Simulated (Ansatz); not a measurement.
```xyz
12

C     0.9309    1.1368    1.6549
N     0.0925    0.5093    0.9575
C     0.5437   -0.4819    0.0329
F     1.9042   -0.5437   -0.0841
O     0.0787   -0.2175   -1.2330
C    -1.3119   -0.4106   -1.3771
H     0.5677    1.8951    2.3474
H     2.0087    0.9652    1.6040
H     0.2006   -1.4646    0.3937
H    -1.5422   -0.2266   -2.4251
H    -1.8792    0.2794   -0.7475
H    -1.5937   -1.4409   -1.1237
```

Total charge 0; spin multiplicity 1.

(1) List the PBE/def2-TZVPP orbital energies in eV (Ansatz). (Best estimate.)

## Answers

(1) Ansatz gave: Occupied: -660.02, -510.86, -380.89, -272.94, -270.33, -270.16, -30.57, -26.61, -23.33, -18.29, -16.76, -14.67, -13.32, -13.11, -13.06, -11.28, -10.67, -10.38, -9.38, -9.06, -8.71, -7.90, -6.77, -6.27. Lowest empty: -1.95, 0.89, 1.17, 1.63, 2.00, 2.37, 2.43, 2.57.
